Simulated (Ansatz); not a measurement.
```yaml
crystal:
  periodic: [false, false, false]
  atoms:
    - {symbol: Al, position_ang: [-1.173845, -0.185165, -0.001226]}
    - {symbol: S, position_ang: [1.015586, 0.158714, 0.001061]}
    - {symbol: H, position_ang: [-2.128414, 1.063742, -0.002372]}
    - {symbol: H, position_ang: [1.242815, -1.156137, 0.001442]}
basis:
  gaussian: {orbitals: def2-TZVP}
magnetization: {spin_polarized: true, initial_magnetization: 1}
hamiltonian: {xc: pbe0}
relax: {f_tol: 0.004, max_steps: 80}
```

```sh
$ ansatz run in.yaml --threads 1 --pin off --events-out ev --progress --plain --max-ram 2176MiB
```

Steps of the relaxation (energy above the last step; positions in Å, forces in eV/Å):

```
4
step 1, 18.1 meV
Al   -1.174   -0.185   -0.001    0.376   -0.308    0.000
S     1.016    0.159    0.001   -0.363    0.205    0.000
H    -2.128    1.064   -0.002   -0.150    0.339    0.000
H     1.243   -1.156    0.001    0.138   -0.237    0.000
```

```
4
step 2, 4.1 meV
Al   -1.220   -0.211   -0.001    0.087   -0.127    0.000
S     0.954    0.137    0.001    0.032   -0.070    0.000
H    -2.115    1.111   -0.002    0.021    0.053    0.000
H     1.337   -1.157    0.002   -0.139    0.144    0.000
```

```
4
step 3, 0.9 meV
Al   -1.208   -0.234   -0.001    0.025    0.064    0.000
S     0.954    0.157    0.001   -0.003   -0.128    0.000
H    -2.085    1.104   -0.002   -0.031   -0.020    0.000
H     1.295   -1.146    0.001    0.009    0.083    0.000
```

```
4
step 5, 0.0 meV
Al   -1.205   -0.224   -0.001    0.000   -0.001    0.000
S     0.958    0.150    0.001    0.001    0.000    0.000
H    -2.098    1.103   -0.002    0.000    0.001    0.000
H     1.301   -1.148    0.002    0.000    0.000    0.000
```

Close pairs at the end: S2–H4 1.343 Å, Al1–H3 1.600 Å, Al1–S2 2.196 Å.

A stationary point of unrestricted PBE0 after 5 steps, with ⟨S²⟩ = 0.753 against 0.75 for a pure state; no frequencies were run, so it isn't proven a minimum. 11 s on 1 thread of Intel Xeon Platinum 8488C, shared host.
